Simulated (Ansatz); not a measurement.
# Al$_{2}$GaH⁺, doublet: the ladder up to UCCSDT(Q)

Geometry: that of the Al2GaH, singlet, kept fixed.

```xyz
4

Al    0.0000   -1.6024   -0.5088
Ga    0.0000    0.3290    0.8726
Al    0.0000    0.6907   -1.6369
H     0.0000    1.6437   -2.9214
```

Basis cc-pVDZ; Ansatz 0.2.0. Only valence electrons are correlated (noble-gas cores and the filled d shells of p-block atoms frozen), which leaves 9 electrons in 44 orbitals. R marks a restricted (for open shells ROHF) determinant, U an unrestricted one. No spin–orbit coupling is included, and no scalar relativity.

Full CI isn't at hand for all of this; UCCSDT(Q) serves as the reference, and is uncertain by about the last step of the cluster series.

Unrestricted rows (U) aren't spin-pure: their determinants' ⟨S²⟩ exceeds S(S+1) by up to 0.39, so they mix in states of higher spin. HF rows are the lowest solutions found. Coupled cluster chose its determinant by trial CCSD, here up to 0.06 eV above the lowest Hartree–Fock solution of its kind, and MP2 stands on that determinant too.

```
UHF ⟨S²⟩                            : 1.143
⟨S²⟩ of the determinant under UCCSD : 0.943
T1 diagnostic (RCCSD)               : 0.0210
largest doubles amplitude (RCCSD)   : 0.114
T1 diagnostic (UCCSD)               : 0.0624
```

Question: From what is known of these methods and the diagnostics, rank them by the size of their error in total energy against UCCSDT(Q) in cc-pVDZ, smallest first (an estimate: the text doesn't fix the numbers).
A. UCCSD
B. UMP2
C. UHF
D. UCCSD(T)
E. UCCSDT

Answer: E (2.9 kJ/mol), D (7.4 kJ/mol), A (36.0 kJ/mol), B (133.7 kJ/mol), C (506.8 kJ/mol).

All errors are against UCCSDT(Q) in cc-pVDZ. Within each family the higher level lies nearer, as is usual though not guaranteed.
